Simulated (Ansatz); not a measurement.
**BeBH+ (quartet): from Hartree-Fock to the top rungs, cc-pVTZ**

The task here is to estimate one member of a computed series from the others.

Program: Ansatz 0.2.0, Gaussian basis. Level of theory: cc-pVTZ, core rule «outside noble gas», up to 2 orbitals frozen. These are calculated values, not measurements.

To be run: UHF; CCSD(T) on ROHF; CCSD(T) on UHF; BCCD(T) on ROHF; CCSDT(Q) on ROHF; CCSDT(Q) on UHF.

37 further runs of the same task are left out: 14 for a known fault of the program, 1 for a mislabelled method, 9 that didn't finish, 13 set aside as unsound or not needed.

**The system**

The geometry is a PBE0/def2-TZVP stationary point (not a proven minimum) of the parent state, kept for this charge and spin.

3 atoms, charge 1, spin multiplicity 4.

Atoms are counted from 1 here; the program's logs count them from 0.

Bond lengths: B1–Be2 1.813 Å, B1–H3 1.189 Å. Angles: Be2–B1–H3 180.0°.

The first run:

Contents of in.yaml:

```yaml
crystal:
  periodic: [false, false, false]
  atoms:
    - {symbol: B, position_ang: [0.000000, 0.000000, 0.207806]}
    - {symbol: Be, position_ang: [0.000000, 0.000000, -1.605007]}
    - {symbol: H, position_ang: [0.000000, 0.000000, 1.397201]}
basis:
  gaussian: {orbitals: cc-pVTZ}
total_charge: 1
magnetization: {spin_polarized: true, initial_magnetization: 3}
hamiltonian: {xc: hf}
output: {orbitals: {seedname: orbitals}}
```

Command:

```sh
$ ansatz run in.yaml --threads 1 --pin off --events-out ev --progress --plain --max-ram 2393MiB
```

Among the steps run: UHF; CCSD(T) on ROHF; CCSD(T) on UHF; BCCD(T) on ROHF; CCSDT(Q) on ROHF; CCSDT(Q) on UHF.

One table of the session follows, with a row left open; its other results are not shown here.

```
   method  from UCCSDT(Q) (kcal/mol)
     ROHF                     +58.35
      UHF                     +58.05
     RMP2                     +15.56
     UMP2                          ?
    RCCSD                      +2.75
    UCCSD                      +2.76
 RCCSD(T)                      +0.73
 UCCSD(T)                      +0.72
  BCCD(T)                      +0.74
   RCCSDT                      +0.09
   UCCSDT                      +0.08
RCCSDT(Q)                      +0.03
UCCSDT(Q)                          0
```

Q: Estimate the row for UMP2 from the others.

**Answer.** from UCCSDT(Q) (kcal/mol): +15.53. In the column «from UCCSDT(Q) (kcal/mol)» it lies between UCCSD (+2.76) and RMP2 (+15.56).

Limits of these values: Restricted and unrestricted rows rest on different reference determinants; where their highest levels disagree by more than a few hundredths of an eV, they describe different states and don't form one ladder.
